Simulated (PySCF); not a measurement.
Species: C4H7F.
SMILES with atom numbers: `[CH2:1]=[CH:2][C@H:3]([CH3:4])[F:5]` (hydrogens: H6, H7 on C1; H8 on C2; H9 on C3; H10, H11, H12 on C4)

Torsions of this conformer, `[CH2:1]=[CH:2][C@H:3]([CH3:4])[F:5]`: C1–C2–C3–C4 115°.

The closed-shell ground state was solved at several levels (PySCF, density fitting, gas phase, non-relativistic). The structure is a single GFN2-xTB conformer in the gas phase; no vibrational or solvent corrections.

```tsv
level	basis functions	HOMO (eV)	LUMO (eV)	gap (eV)	dipole (D)
PBE0/pcSseg-1	120	-7.70	0.25	7.95	1.78
CAM-B3LYP/def2-SVPD	159	-9.10	1.16	10.26	1.89
```

Estimate the row for B3LYP/pcJ-1, a basis of 205 functions; the other rows only guide the guess.

HOMO -7.45 eV, LUMO 0.02 eV, gap 7.47 eV, dipole 1.77 D.

Over all these levels, which gives the widest orbital gap and which the narrowest?

CAM-B3LYP/def2-SVPD (range-separated hybrid) has the widest, 10.26 eV, and B3LYP/pcJ-1 (global hybrid, 20 % exact exchange) the narrowest, 7.47 eV. Functional and basis both differ between the two, so the spread mixes both effects.

How far do the dipole and the HOMO energy spread over the levels?

The dipole runs from 1.77 to 1.89 D (mean 1.81 D) and the HOMO from -9.10 to -7.45 eV.
